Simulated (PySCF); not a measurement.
Molecule: `C=C/C(F)=C/C`, C5H7F.

Structure with atom numbers: `[CH2:1]=[CH:2]/[C:3]([F:4])=[CH:5]/[CH3:6]` (H(Xn): hydrogen on atom n). Ha(C1) is cis to C3; Hb(C1) is trans to C3.

Geometry PBE0-D3(BJ)/def2-SVP throughout; GIAO in PySCF 2.14, gas phase, one conformer, non-relativistic; equivalent atoms averaged; functional PBE0.

For orientation, def2-SVP gives these absolute shieldings σ: C3 36.9, C2 64.1, C1 79.2, C6 183.0, F4 327.1, H(C2) 25.50, Hb(C1) 26.22, H(C5) 26.82, H(C6) 29.66 ppm.

A run gave: C3 21.1, C2 49.6, C1 68.3, C6 175.2, F4 309.0, H(C2) 25.14, Hb(C1) 26.22, H(C5) 26.56, H(C6) 29.69 ppm (absolute shieldings σ).

Which basis set was used in that run?
A. pcSseg-0
B. pcSseg-2
C. pcSseg-1
D. 6-31G*
E. def2-TZVP

Answers

E. C1 tells them apart best: def2-TZVP gives 68.3, 6-31G* gives 82.5, pcSseg-2 gives 61.4, pcSseg-1 gives 63.4, pcSseg-0 gives 64.5 ppm.
